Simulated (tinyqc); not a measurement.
Worked calculation: extended Hueckel theory, for NH3. One step of it, computed by the program tinyqc.

Task: Wolfsberg-Helmholz matrix. H_ij = K' S_ij (H_ii + H_jj)/2 for i != j (the diagonal keeps H_ii), with K' = 1.75.

overlap S, lower triangle:
```
           1N 2s     1N 2px     1N 2py     1N 2pz     2H 1s     3H 1s     4H 1s
1N 2s   1.000000
1N 2px  0.000000   1.000000
1N 2py  0.000000   0.000000   1.000000
1N 2pz  0.000000   0.000000   0.000000   1.000000
2H 1s   0.488005   0.429849   0.000000  -0.121034  1.000000
3H 1s   0.488310  -0.215113   0.372328  -0.121140  0.176274  1.000000
4H 1s   0.488310  -0.215113  -0.372328  -0.121140  0.176274  0.176520  1.000000
```

diagonal H_ii (eV): 1N 2s -26.000000, 1N 2px -13.400000, 1N 2py -13.400000, 1N 2pz -13.400000, 2H 1s -13.600000, 3H 1s -13.600000, 4H 1s -13.600000

K = 1.750000

Give: H.

Result:

H (eV), lower triangle:
```
           1N 2s    1N 2px    1N 2py    1N 2pz     2H 1s     3H 1s     4H 1s
1N 2s   -26.0000
1N 2px    0.0000  -13.4000
1N 2py    0.0000    0.0000  -13.4000
1N 2pz    0.0000    0.0000    0.0000  -13.4000
2H 1s   -16.9094  -10.1552    0.0000    2.8594  -13.6000
3H 1s   -16.9199    5.0820   -8.7962    2.8619   -4.1953  -13.6000
4H 1s   -16.9199    5.0820    8.7962    2.8619   -4.1953   -4.2012  -13.6000
```
